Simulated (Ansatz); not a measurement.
# BH3OS: rigid scan of one bond length from a Python script

How does the energy of BH3OS change as one bond is stretched? A script is to give a rigid scan of one bond length; the system is BH3OS. SMILES: OBS.

Computed with Ansatz 0.2.0, driven from Python. Level of theory: r2SCAN0/6-31G*.

**1. The system**

Bond lengths: O1–B2 1.324 Å, B2–S3 1.813 Å, O1–H4 0.959 Å, B2–H5 1.168 Å, S3–H6 1.323 Å. Angles: O1–B2–S3 121.9°, O1–B2–H5 118.0°, S3–B2–H5 120.1°, B2–O1–H4 118.8°, B2–S3–H6 98.1°.

No structure file is read: the coordinates are typed or built in the script.

**2. The script**

The input, run_scan.py:

```python
"""Stretching a bond of BH3OS, the rest held rigid."""

import ansatz
from ase import Atoms
import matplotlib.pyplot as plt
import numpy as np

atoms = Atoms(["O", "B", "S", "H", "H", "H"], positions=[
    (-1.0886, -0.08935, -0.98549),
    (0.05035, 0.16986, -0.36255),
    (0.35898, -0.38087, 1.33668),
    (-1.76761, -0.58306, -0.52189),
    (0.86826, 0.77093, -0.94092),
    (1.57862, 0.11249, 1.47417),
])
molecule = ansatz.Crystal.molecule_from_ase(atoms)

symbols = [site.symbol for site in molecule.cartesian_sites]
start = np.array([site.position_ang for site in molecule.cartesian_sites])
axis = (start[0] - start[1]) / np.linalg.norm(start[0] - start[1])
moving = [0, 3]
lengths, energies = [1.165, 1.218, 1.271, 1.324, 1.377, 1.43, 1.483, 1.562], []
for length in lengths:
    xyz = start.copy()
    xyz[moving] += (length - np.linalg.norm(start[0] - start[1])) * axis
    point = ansatz.Crystal.molecule()
    for symbol, xyz in zip(symbols, xyz):
        point = point.atom(symbol, xyz.tolist())
    job = (
        point.calculation()
        .basis(gaussian="6-31G*")
        .functional("R2SCAN0")
    )
    summary = job.run(threads=1).report
    energies.append(summary["free_energy_ev"])
    print(f"r = {length:6.3f} A  E = {energies[-1]:.5f} eV  <S^2> = {abs(summary['mean_field']['state']['spin_squared']):.3f}")

# quartic fit about the minimum
fit = np.polynomial.Polynomial.fit(lengths, np.array(energies) - min(energies), 4).convert()
roots = [r.real for r in fit.deriv().roots() if abs(r.imag) < 1e-9 and fit.deriv(2)(r.real) > 0]
r_e = min(roots, key=lambda r: abs(r - lengths[int(np.argmin(energies))]))
print(f"minimum of the fit at {r_e:.4f} A, force constant {fit.deriv(2)(r_e):.2f} eV/A^2")
plt.figure(figsize=(4.5, 3))
plt.plot(lengths, np.array(energies) - min(energies), "o-")
plt.xlabel("bond length (A)")
plt.ylabel("E - E(min) (eV)")
plt.tight_layout()
plt.savefig("scan.png", dpi=100)
```

**3. The input behind the calls**

The engine receives this input (first run):

```yaml
crystal:
  periodic: [false, false, false]
  atoms:
    - { symbol: O, position_ang: [-0.9519728276567928, -0.05825545735714233, -0.9107628120290816] }
    - { symbol: B, position_ang: [0.05035, 0.16986, -0.36255] }
    - { symbol: S, position_ang: [0.35898, -0.38087, 1.33668] }
    - { symbol: H, position_ang: [-1.6309828276567928, -0.5519654573571423, -0.4471628120290816] }
    - { symbol: H, position_ang: [0.86826, 0.77093, -0.94092] }
    - { symbol: H, position_ang: [1.57862, 0.11249, 1.47417] }
basis:
  gaussian:
    orbitals: "6-31G*"
hamiltonian:
  xc: r2scan0
```

**4. The run**

Command:

```console
$ python run_scan.py
```

Output:

```text
r =  1.165 A  E = -13604.99045 eV  <S^2> = 0.000
r =  1.218 A  E = -13605.60548 eV  <S^2> = 0.000
r =  1.271 A  E = -13605.94587 eV  <S^2> = 0.000
r =  1.324 A  E = -13606.08284 eV  <S^2> = 0.000
r =  1.377 A  E = -13606.07011 eV  <S^2> = 0.000
r =  1.430 A  E = -13605.94829 eV  <S^2> = 0.000
r =  1.483 A  E = -13605.74806 eV  <S^2> = 0.000
r =  1.562 A  E = -13605.35267 eV  <S^2> = 0.000
minimum of the fit at 1.3440 A, force constant 47.17 eV/A^2
```

It took 18 s on 1 thread of Arm Neoverse V2, shared host; peak memory 0.22 GiB.

**5. What changed from run to run**

The engine's inputs for some of the other runs:

Run 3, against run 1:

```diff
@@ -4 +4 @@
-    - { symbol: O, position_ang: [-0.9519728276567928, -0.05825545735714233, -0.9107628120290816] }
+    - { symbol: O, position_ang: [-1.043171299529428, -0.07901102686774925, -0.9606431193896675] }
@@ -7 +7 @@
-    - { symbol: H, position_ang: [-1.6309828276567928, -0.5519654573571423, -0.4471628120290816] }
+    - { symbol: H, position_ang: [-1.722181299529428, -0.5727210268677493, -0.4970431193896675] }
```

Run 5, against run 1:

```diff
@@ -4 +4 @@
-    - { symbol: O, position_ang: [-0.9519728276567928, -0.05825545735714233, -0.9107628120290816] }
+    - { symbol: O, position_ang: [-1.1343697714020633, -0.0997665963783562, -1.0105234267502534] }
@@ -7 +7 @@
-    - { symbol: H, position_ang: [-1.6309828276567928, -0.5519654573571423, -0.4471628120290816] }
+    - { symbol: H, position_ang: [-1.8133797714020632, -0.5934765963783563, -0.5469234267502535] }
```

Run 6, against run 1:

```diff
@@ -4 +4 @@
-    - { symbol: O, position_ang: [-0.9519728276567928, -0.05825545735714233, -0.9107628120290816] }
+    - { symbol: O, position_ang: [-1.1799690073383808, -0.11014438113365967, -1.0354635804305465] }
@@ -7 +7 @@
-    - { symbol: H, position_ang: [-1.6309828276567928, -0.5519654573571423, -0.4471628120290816] }
+    - { symbol: H, position_ang: [-1.8589790073383807, -0.6038543811336596, -0.5718635804305464] }
```

Lines on the test bed's own set-up are left out of the output.

**6. What each run gave**

The 8 runs, in the order started:

```csv
run,distance (Å),energy from run 4 (eV),SCF cycles,CPU time (s)
1,1.17,1.0924,14,2.1
2,1.22,0.4774,14,2.1
3,1.27,0.1370,13,2
4,1.32,0.0000,14,2.1
5,1.38,0.0127,13,2
6,1.43,0.1345,15,2.2
7,1.48,0.3348,15,2.2
8,1.56,0.7302,15,2
```

**7. Summary of results**

| quantity | value |
| --- | --- |
| bond length at the fit's minimum | 1.3440 Å |
| runs compared | 8 |
| range of energy | 1.092 eV |
| lowest point, distance (Å) | 1.32 |

The curve has its lowest point inside the range, at 1.32. The ends stand 1.09 and 0.73 eV above it. The distance scanned is the script's pair 1, 0. Reading the output:
- The rest of the molecule is held rigid at a force-field or estimated start geometry, and the basis set is modest; single-reference methods fail as a bond breaks.
- The orbitals are restricted, so S² is zero by construction.
